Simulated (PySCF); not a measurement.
**Ionisation energy of He by level of theory**

He 1s2 (1S) → He⁺ 1s1 (2S), as a difference of total energies. Computed with PySCF 2.14 in aug-cc-pVDZ-DK, with the spin-free X2C one-electron Hamiltonian (Gaussian nucleus). Correlated levels: valence: nothing frozen. The calculations carry no spin-orbit coupling.

| method | ionisation energy (eV) | error (eV) |
| --- | --- | --- |
| UHF | 23.438 | -1.149 |
| MN15 | 24.890 | +0.303 |
| M06-2X | 24.723 | +0.136 |
| MP2 (valence) | 24.172 | -0.415 |
| SCS-MP2 (valence) | 24.319 | -0.268 |
| CCSD (valence) | 24.359 | -0.228 |

Reference: 24.587 eV (measured; NIST Atomic Spectra Database, ionization energies).

Errors of the correlated levels include the incompleteness of this basis.

With two correlated electrons CCSD is exact in that space.
